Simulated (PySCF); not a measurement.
# [B2H5]− (SMILES B[BH3-]) at 6 levels

Wanted: a comparison of 6 runs (MP2/STO-3G, BCCD(T)/STO-3G, CCSDT/STO-3G, CISD/STO-3G, CCSD(T)/STO-3G, FCI/STO-3G) of [B2H5]−. 

Program for the calculation: PySCF 2.14.0.

3 further runs of the same task are left out: 3 set aside as unsound or not needed.

## 1. The system as given

[B2H5]−: 7 atoms, total charge -1, spin state singlet. SMILES: `B[BH3-]`. Geometry: relaxed at GFN2-xTB.

Bond lengths: B1–B2 1.680 Å, B1–H3 1.204 Å, B1–H4 1.203 Å, B2–H5 1.241 Å, B2–H6 1.241 Å, B2–H7 1.240 Å. Angles: B1–B2–H5 110.6°, B1–B2–H6 110.4°, B1–B2–H7 115.9°, B2–B1–H3 126.5°, B2–B1–H4 123.5°, H5–B2–H6 105.3°, H5–B2–H7 107.0°, H6–B2–H7 107.0°, H3–B1–H4 110.0°.

## 2. A single-point energy at MP2/STO-3G (run 1)

start.xyz reads:

```xyz
7

B      0.210010    -0.813600     0.474350
B     -0.119910     0.613520    -0.349380
H      1.262150    -1.128320     0.968990
H     -0.606320    -1.678230     0.657480
H     -0.531530     0.371570    -1.495060
H     -1.042200     1.230100     0.207460
H      0.827810     1.404960    -0.463840
```

run.py reads:

```python
# B[BH3-]
from pyscf import gto, mp

mol = gto.M(
    atom='start.xyz',
    verbose=3,
    basis='sto-3g',
    charge=-1,
    max_memory=1860,
)

hf = mol.RHF()
hf.conv_tol = 1e-10
hf.kernel()
if not hf.converged:
    hf = hf.newton().run(hf.mo_coeff, hf.mo_occ)

pt = mp.MP2(hf, frozen=2).run()
etot = pt.e_tot
print('Final energy', etot)
```

Run with:

```bash
OMP_NUM_THREADS=1 python run.py
```

The program printed:

```text
converged SCF energy = -51.4794633018749
E(RMP2) = -51.5573204770416  E_corr = -0.0778571751666929
E(SCS-RMP2) = -51.568774114384  E_corr = -0.0893108125091205
Final energy -51.55732047704162
```

Run time: 0.79 s. Hardware: 1 thread of Arm Neoverse V1, shared host; peak memory 0.12 GiB.

## 3. The energy at BCCD(T)/STO-3G (run 2)

input.py reads:

```python
from pyscf import gto, cc
from pyscf.cc.bccd import bccd_kernel_

mol = gto.Mole()
mol.atom = '''
B      0.210010    -0.813600     0.474350
B     -0.119910     0.613520    -0.349380
H      1.262150    -1.128320     0.968990
H     -0.606320    -1.678230     0.657480
H     -0.531530     0.371570    -1.495060
H     -1.042200     1.230100     0.207460
H      0.827810     1.404960    -0.463840
'''
mol.basis = 'sto-3g'
mol.verbose = 4
mol.charge = -1
mol.max_memory = 1860
mol.build()

mf = mol.RHF()
mf.conv_tol = 1e-10
mf.kernel()
if not mf.converged:
    mf = mf.newton().run(mf.mo_coeff, mf.mo_occ)

mycc = cc.CCSD(mf, frozen=2).run()
mycc = bccd_kernel_(mycc, diis=True)
e_t = mycc.ccsd_t()
e_tot = mycc.e_tot + e_t
print('E(%s) = %.9f' % ('BCCD(T)', e_tot))
```

Run with:

```bash
OMP_NUM_THREADS=1 python input.py
```

The program printed:

```text
PySCF version 2.14.0

[... 57 lines left out ...]
converged SCF energy = -51.4794633018749
[... 12 lines left out ...]
Init t2, MP2 energy = -51.5573204770082  E_corr(MP2) -0.0778571751332423
[... 10 lines left out ...]
CCSD converged
[... 23 lines left out ...]
CCSD converged
[... 21 lines left out ...]
CCSD converged
[... 3 lines left out ...]
******** <class 'pyscf.cc.ccsd.CCSD'> ********
CC2 = 0
CCSD nocc = 6, nmo = 13
frozen orbitals 2
max_cycle = 50
direct = 0
conv_tol = 1e-07
conv_tol_normt = 1e-05
diis_space = 6
diis_start_cycle = 0
diis_start_energy_diff = 1e+09
Init E_corr(CCSD) = -0.111017350801742
cycle = 1  E_corr(CCSD) = -0.111027550553732  dE = -1.0199752e-05  norm(t1,t2) = 0.000182523
cycle = 2  E_corr(CCSD) = -0.111025299921185  dE = 2.25063255e-06  norm(t1,t2) = 2.93715e-05
cycle = 3  E_corr(CCSD) = -0.111024363404952  dE = 9.36516234e-07  norm(t1,t2) = 8.59981e-06
cycle = 4  E_corr(CCSD) = -0.11102396349409  dE = 3.99910862e-07  norm(t1,t2) = 2.95484e-06
cycle = 5  E_corr(CCSD) = -0.11102380386873  dE = 1.59625359e-07  norm(t1,t2) = 1.51585e-06
cycle = 6  E_corr(CCSD) = -0.111023846000124  dE = -4.21313935e-08  norm(t1,t2) = 2.37705e-07
CCSD converged
E(CCSD) = -51.589524389601  E_corr = -0.1110238460001239
BCC iter:    2  E:     -51.589524389601  dE:    1.202e-06  |t1|:    5.228e-06
CCSD(T) correction = -0.00100991363919989
E(BCCD(T)) = -51.590534303
```

It took 1.1 s on 1 thread of Arm Neoverse V1, shared host; peak memory 0.12 GiB.

Runs 3 to 5 aren't shown in full; the table further down has their settings and results.

## 4. The energy at FCI/STO-3G (run 6)

job.py reads:

```python
from pyscf import gto, mcscf
from pyscf import fci

molecule = gto.M(
    atom='''
B      0.396861    -1.537481     0.896392
B     -0.226597     1.159385    -0.660233
H      2.385118    -2.132216     1.831126
H     -1.145779    -3.171395     1.242457
H     -1.004446     0.702166    -2.825254
H     -1.969473     2.324552     0.392043
H      1.564334     2.654990    -0.876531
''',
    spin=0,
    max_memory=1860,
    charge=-1,
    unit='bohr',
    verbose=3,
    basis='sto-3g',
)

mf = molecule.RHF()
mf.conv_tol = 1e-10
mf.kernel()
if not mf.converged:
    mf = mf.newton().run(mf.mo_coeff, mf.mo_occ)

cas = mcscf.CASCI(mf, mf.mo_coeff.shape[-1] - 2, (molecule.nelec[0] - 2, molecule.nelec[1] - 2))  # full CI above the frozen core
cas.fcisolver = fci.direct_spin0.FCI(molecule)  # even spin states alone
cas.kernel()
print('<S^2> = %.4f' % cas.fcisolver.spin_square(cas.ci, cas.ncas, cas.nelecas)[0])
e_final = cas.e_tot
print('Final energy', e_final)
```

Run with:

```bash
OMP_NUM_THREADS=1 python job.py
```

The program printed:

```text
converged SCF energy = -51.4794632943086
CASCI E = -51.5908589894357  E(CI) = -22.7057080408244  S^2 = 0.0000000
<S^2> = 0.0000
Final energy -51.590858989435745
```

It took 45 s on 1 thread of Arm Neoverse V1, shared host; peak memory 0.76 GiB.

## 5. Overview of the runs

```tsv
run	level	energy (Eh)	HOMO energy (eV)	LUMO energy (eV)	HOMO–LUMO gap (eV)	wall time
1	MP2/STO-3G	-51.557320	-1.57	13.99	15.56	0.79 s
2	BCCD(T)/STO-3G	-51.590534	–	–	–	1.1 s
3	CCSDT/STO-3G	-51.590872	-1.57	13.99	15.56	1.2 s
4	CISD/STO-3G	-51.584277	-1.57	13.99	15.56	0.68 s
5	CCSD(T)/STO-3G	-51.590541	-1.57	13.99	15.56	0.89 s
6	FCI/STO-3G	-51.590859	-1.57	13.99	15.56	45 s
```

## 6. Summary of results

```
                                                    quantity         value
                                         run 6: total energy  -51.59086 Eh
                  run 6: HOMO energy (Hartree–Fock orbitals)      -1.57 eV
                  run 6: LUMO energy (Hartree–Fock orbitals)      13.99 eV
run 6: HOMO–LUMO gap (to an unbound level, set by the basis)      15.56 eV
          run 6: correlation energy (2 core orbitals frozen)    -111.4 mEh
```

What this shows: Against full CI in this basis: MP2 +33.5 mEh; BCCD(T) +0.3 mEh; CCSDT -0.0 mEh; CISD +6.6 mEh; CCSD(T) +0.3 mEh. In runs 1, 2, 3, 4, 5, 6 the basis is minimal, so the values are rough. All runs together took 49 s, the longest 45 s.
